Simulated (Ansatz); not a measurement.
# O2+ (doublet): the correlation ladder, def2-TZVPP

The task here is to estimate one member of a computed series from the others.

Program: Ansatz 0.2.0, Gaussian basis. Level of theory: def2-TZVPP, core rule «outside noble gas», up to 2 orbitals frozen. These are calculated values, not measurements.

The runs, in order: UHF; ROHF; CCSD(T) on UHF.

## The geometry

The geometry is a PBE0/def2-TZVP stationary point (not a proven minimum).

2 atoms, charge 1, spin multiplicity 2.

Atoms are counted from 1 here; the program's logs count them from 0.

Bond lengths: O1–O2 1.098 Å.

The first run:

File in.yaml:

```yaml
crystal:
  periodic: [false, false, false]
  atoms:
    - {symbol: O, position_ang: [0.000000, 0.000000, 0.000000]}
    - {symbol: O, position_ang: [0.000000, 0.000000, 1.098200]}
basis:
  gaussian: {orbitals: def2-TZVPP}
total_charge: 1
magnetization: {spin_polarized: true, initial_magnetization: 1}
hamiltonian: {xc: hf}
output: {orbitals: {seedname: orbitals}}
```

Launch:

```bash
> ansatz run in.yaml --threads 1 --pin off --events-out ev --progress --plain --max-ram 4096MiB --backend cpu
```

Steps of the session up to this table: UHF; ROHF; CCSD(T) on UHF.

One table of the session follows, with a row left open; its other results are not shown here.

```
  method  from UCCSD(T) (kJ/mol)
    ROHF                 +1222.9
     UHF                 +1183.6
    UMP2                       ?
   UCCSD                   +50.2
UCCSD(T)                       0
```

**Question.** Estimate the row for UMP2.

As computed: from UCCSD(T) (kJ/mol): +137.8. In the column «from UCCSD(T) (kJ/mol)» it lies between UCCSD (+50.2) and UHF (+1183.6).
